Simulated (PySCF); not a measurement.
Bonds (- single, = double, # triple, : aromatic): O1=P2 1.577 Å, P2-O3 1.577 Å, P2-O4 1.577 Å, P2-O5 1.577 Å. Formal charges: O3 -1, O4 -1, O5 -1.

Total charge -3.

Geometry: PBE0-D3(BJ)/def2-TZVP; GIAO absolute shieldings from PySCF 2.14, gas phase, non-relativistic, averaged over equivalent atoms.

At B97-2/pcSseg-2 (187 basis functions, 21 s wall time on 1 thread of an Arm Neoverse V1, shared host):
| atoms | σ (ppm) |
| --- | --- |
| O1/O3/O4/O5 | 218.6 |
| P2 | 285.9 |

Estimate the result of repeating the calculation with KT3/pcSseg-2.

## Answers


```json
{"atoms": "O1/O3/O4/O5", "σ at KT3/pcSseg-2": "217.2", "change": "-1.4"}
{"atoms": "P2", "σ at KT3/pcSseg-2": "304.1", "change": "+18.2"}
```

The largest change is at P2 (phosphorus bonded to 4 O). Cost: 187 basis functions, 20 s wall time on 1 thread of an Arm Neoverse V1, shared host.
